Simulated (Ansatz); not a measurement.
Energy needed to pull apart BSiH₃F (SMILES FB[SiH2]), doublet, into free ground-state atoms, from the structure below (displaced at random from a GFN2-xTB minimum); no zero-point or spin–orbit terms; open-shell atoms are treated unrestricted, in their ground-state multiplicity.

```tsv
atom	x (Å)	y (Å)	z (Å)
F1	-1.2058	-1.2572	-0.8769
B2	-0.2485	-1.0335	0.1113
Si3	0.2041	0.8625	-0.0100
H4	0.2687	-1.9256	0.7495
H5	-0.1893	1.8949	-0.7771
H6	1.1678	1.3976	0.9113
```

Program: Ansatz 0.2.0. Basis: def2-TZVPP. Cores are frozen in the correlated methods; orbitals are unrestricted. B3LYP uses VWN-RPA correlation.

```json
{"method": "PBE-D4", "atomization energy (kJ/mol)": "1908"}
{"method": "r2SCAN-D4", "atomization energy (kJ/mol)": "1906"}
{"method": "PBE0-D4", "atomization energy (kJ/mol)": "1877"}
{"method": "B3LYP-D4", "atomization energy (kJ/mol)": "1889"}
{"method": "CAM-B3LYP-D4", "atomization energy (kJ/mol)": "?"}
{"method": "wB97M-V", "atomization energy (kJ/mol)": "?"}
{"method": "HF", "atomization energy (kJ/mol)": "1435"}
{"method": "MP2", "atomization energy (kJ/mol)": "1854"}
{"method": "CCSD", "atomization energy (kJ/mol)": "1801"}
{"method": "CCSD(T)", "atomization energy (kJ/mol)": "1824"}
```

**Question.** What does CAM-B3LYP-D4 give? (To be estimated.)

**Answer.** The calculation gives: 1898 kJ/mol, which is about 74 kJ/mol more than CCSD(T)/def2-TZVPP.

**Question.** What does wB97M-V give? (Judge from chemistry; the value comes from the calculation.)

**Answer.** Computed: 1885 kJ/mol, which is about 61 kJ/mol more than CCSD(T)/def2-TZVPP.

In triple zeta the MP2 and coupled-cluster atomization energies are still short of their basis limit by a few kcal/mol a bond, whereas those of the functionals are nearly converged, so these differences are not deviations from converged CCSD(T).

No T1 diagnostic of these runs exceeds 0.017. ⟨S²⟩ of the unrestricted Hartree–Fock references: 0.77 (a pure state has 0.75).

For scale, one of the runs: CCSD(T)/def2-TZVPP forces, 146 basis functions, launched by `ansatz run in.yaml --threads 8 --pin off --events-out ev --progress --plain --max-ram 10444MiB`. Time: 2.1 min of wall clock on 8 CPU threads of an Arm Neoverse N1; the host was shared. Peak host memory: 4 GiB.
